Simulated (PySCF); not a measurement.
**Working out the electron affinity of Cl**

Cl⁻ [Ar] (1S) → Cl [Ne] 3s2 3p5 (2P). All numbers are calculated (PySCF 2.14, the non-relativistic Hamiltonian (point nucleus), in aug-cc-pV(Q+d)Z (7s6p5d3f2g, 89 functions)). Frozen: [Ne]. Energies in hartree (1 hartree = 27.21139 eV):

```json
{"part": "UHF", "Cl⁻ (lower)": "-459.576353", "Cl (upper)": "-459.489242"}
{"part": "MP2 opposite-spin", "Cl⁻ (lower)": "-0.173048", "Cl (upper)": "-0.138498"}
{"part": "MP2 same-spin", "Cl⁻ (lower)": "-0.053683", "Cl (upper)": "-0.038537"}
```

Question: What does Hartree-Fock give?

Answer: (-459.489242) − (-459.576353) = 0.087111 hartree = 2.370 eV.

Question: What do MP2 and SCS-MP2 (6/5 opposite-spin, 1/3 same-spin) give?

Answer: The opposite-spin parts differ by 0.940 eV and the same-spin parts by 0.412 eV. MP2: 2.370 + (0.940) + (0.412) = 3.722 eV. SCS-MP2: 2.370 + 1.2 × (0.940) + (0.412)/3 = 3.635 eV.

A first-order spin-orbit estimate adds -0.035 eV to MP2 (valence), giving 3.687 eV against 3.613 eV (measured; photodetachment measurements, as compiled on the Wikipedia data page of electron affinities).

What remains against the reference includes basis incompleteness, the frozen core and correlation beyond second order.
